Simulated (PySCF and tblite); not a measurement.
Results of a calculation; reference values are marked as such.
System: C4H5OS (charge -1), numbered as in [CH2:1]=[CH:2][O:3][C:4](=[CH2:5])[S-:6].

For the rotation about the C2–O3 bond (torsion C1–C2–O3–C4 from -180° to -10°, rising): electronic barrier 10.36 kcal/mol, zero-point change -0.51 kcal/mol, thermal and entropy terms at 298.15 K a further 0.29 kcal/mol (symmetry numbers apart). The minimum is Cs, the saddle C1. Geometries: GFN2-xTB; energies: PBE0/pcSseg-1 + D3(BJ); zero-point and thermal terms from GFN2-xTB harmonic modes (soft modes blended into free rotors). Rates follow Eyring's equation with the number of equivalent paths and no tunnelling. Run with tblite and PySCF.

Q: How many equivalent paths lead out of the minimum?

A: 2: the symmetry number of the minimum is 1, that of the saddle displaced along its mode 1, and the displaced saddle is chiral while the minimum is not, which doubles the count.

Q: Work out the rate at 298.15 K.

A: ΔG‡ = 10.14 kcal/mol; k_B T/h = 6.2×10¹² s⁻¹; exp(−ΔG‡/RT) = 3.7×10⁻⁸; times 2 gives k = 4.6×10⁵ s⁻¹. Wigner's tunnelling factor for the 192i cm⁻¹ mode would be 1.04.

The ion is treated without a counter-ion.
